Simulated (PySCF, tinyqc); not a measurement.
Inside a calculation. Method: harmonic frequencies on the RHF/sto-3g surface (energies and gradients from PySCF), for CH2, spin multiplicity 1. The lowest restricted solution is unstable here: a spin-polarised one lies 0.0253 hartree lower (PySCF). One step of it, computed by the program tinyqc.

Problem. Normal modes. Diagonalise H_ij / sqrt(m_i m_j); the 6 smallest eigenvalues belong to translations and rotations; wavenumber = sqrt(eigenvalue / 1822.888) x 219474.63; each mode has its largest component positive (the first on a tie); zero-point energy = sum of wavenumbers / 2, with 349.755 1/cm per kcal/mol.

Hessian (symmetrised) (hartree/bohr^2):
```
             1Cx          1Cy          1Cz          2Hx          2Hy          2Hz          3Hx          3Hy
1Cx   0.00013418  -0.00823414   0.00076899  -0.00005430   0.00375738   0.00303162  -0.00007984   0.00447676
1Cy  -0.00823414   0.50989414   0.00157768   0.00361771  -0.24927805  -0.21292971   0.00461642  -0.26061649
1Cz   0.00076899   0.00157768   0.41331505   0.00185785  -0.14027073  -0.21234085  -0.00262684   0.13869304
2Hx  -0.00005430   0.00361771   0.00185785   0.00006146  -0.00420322  -0.00248579  -0.00000719   0.00058551
2Hy   0.00375738  -0.24927805  -0.14027073  -0.00420322   0.28128866   0.17735900   0.00044584  -0.03201040
2Hz   0.00303162  -0.21292971  -0.21234085  -0.00248579   0.17735900   0.19736139  -0.00054584   0.03557056
3Hx  -0.00007984   0.00461642  -0.00262684  -0.00000719   0.00044584  -0.00054584   0.00008701  -0.00506227
3Hy   0.00447676  -0.26061649   0.13869304   0.00058551  -0.03201040   0.03557056  -0.00506227   0.29262710
3Hz  -0.00380061   0.21135204  -0.20097429   0.00062794  -0.03708829   0.01497951   0.00317267  -0.17426359

             3Hz
1Cx  -0.00380061
1Cy   0.21135204
1Cz  -0.20097429
2Hx   0.00062794
2Hy  -0.03708829
2Hz   0.01497951
3Hx   0.00317267
3Hy  -0.17426359
3Hz   0.18599482
```

masses (u): 1C 12.000000, 2H 1.007825, 3H 1.007825

Give: eigenvalues of the mass-weighted Hessian; harmonic wavenumbers of the vibrations; mass-weighted modes; zero-point energy.

Solution.

eigenvalues of the mass-weighted Hessian (hartree/(bohr^2 u)): 0.000  0.000  0.000  0.000  0.000  0.000  0.123  0.433  0.471

harmonic wavenumbers of the vibrations (1/cm): 1806.3  3381.1  3527.3

mass-weighted modes:
```
     mode 1  mode 2  mode 3
1Cx  -0.001   0.001   0.005
1Cy   0.005  -0.004  -0.300
1Cz  -0.300   0.232  -0.005
2Hx   0.008   0.008  -0.007
2Hy  -0.441  -0.552   0.511
2Hz   0.510  -0.410   0.440
3Hx  -0.006  -0.010  -0.009
3Hy   0.425   0.565   0.525
3Hz   0.524  -0.392  -0.423
```

zero-point energy = 12.458 kcal/mol
